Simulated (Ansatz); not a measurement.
CS, SMILES `[C-]#[S+]` (lower singlet) (charge 0, multiplicity 1). This singlet lies 2.98 eV below the relaxed triplet at the level frozen-core full CI/6-31g // B3LYP-D3(BJ)/def2-TZVP (Ansatz, a first-principles code).

Cartesian coordinates (Å):
SMILES: [C-]#[S+]
```xyz
2

C      0.7659     0.0000     0.0000
S     -0.7659     0.0000     0.0000
```
Charge 0, multiplicity 1.

Frozen-core energies in 6-31g from Ansatz at a geometry from B3LYP-D3(BJ)/def2-TZVP; the HF reference has <S^2> = 0.00 and the T1 diagnostic is 0.030.

```json
[
 {"level": "HF", "energy (Ha)": "-435.23895", "error against full CI (mHa)": "162.58"},
 {"level": "MP2", "energy (Ha)": "-435.38616", "error against full CI (mHa)": "15.37"},
 {"level": "CCSD", "energy (Ha)": "-435.39153", "error against full CI (mHa)": "9.99"},
 {"level": "CCSD(T)", "energy (Ha)": "-435.40025", "error against full CI (mHa)": "1.27"},
 {"level": "CCSDT", "energy (Ha)": "-435.40125", "error against full CI (mHa)": "0.28"},
 {"level": "CCSDT(Q)", "energy (Ha)": "-435.40139", "error against full CI (mHa)": "0.14"},
 {"level": "full CI", "energy (Ha)": "-435.40152", "error against full CI (mHa)": "0.00"}
]
```
